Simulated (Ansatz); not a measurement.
Start from `[NH2][Mg][F]` and change one atom or group to get `[OH][Mg][F]`.

Ansatz, PBE0-D4/def2-TZVP geometries, multiplicity 1. Each molecule was computed in one conformer, which needn't be the lowest.

Outer-core shells of Mg are correlated without core-valence functions.

```
                                            property  `[NH2][Mg][F]`
               HOMO energy (ωB97M-V/def2-TZVPP) / eV           -9.02
  size of the dipole moment (ωB97M-V/def2-TZVPP) / D            2.16
                   HOMO energy (PBE/def2-TZVPP) / eV           -5.25
               HOMO–LUMO gap (B3LYP/def2-TZVPP) / eV            4.84
vertical ionisation energy (CCSD(T)/def2-TZVPP) / eV            9.16
             HOMO–LUMO gap (ωB97M-V/def2-TZVPP) / eV            9.05
```

(1) What does the change do to each property? (Estimate.)

Answers

(1) Ansatz gave: 
```tsv
property	`[OH][Mg][F]`	shift
HOMO energy (ωB97M-V/def2-TZVPP) / eV	-10.82	-1.80
size of the dipole moment (ωB97M-V/def2-TZVPP) / D	2.03	-0.13
HOMO energy (PBE/def2-TZVPP) / eV	-6.64	-1.39
HOMO–LUMO gap (B3LYP/def2-TZVPP) / eV	6.30	1.46
vertical ionisation energy (CCSD(T)/def2-TZVPP) / eV	11.23	2.07
HOMO–LUMO gap (ωB97M-V/def2-TZVPP) / eV	10.69	1.64
```

With PBE0 the HOMO falls by 1.67 eV and the LUMO falls by 0.17 eV, so the gap widens by about 1.50 eV. PBE moves the HOMO by -1.39 eV and ωB97M-V by -1.80 eV. Dipoles are sizes alone; their direction can turn.

B3LYP here is the variant with VWN-RPA as its local correlation; programs differ in this.
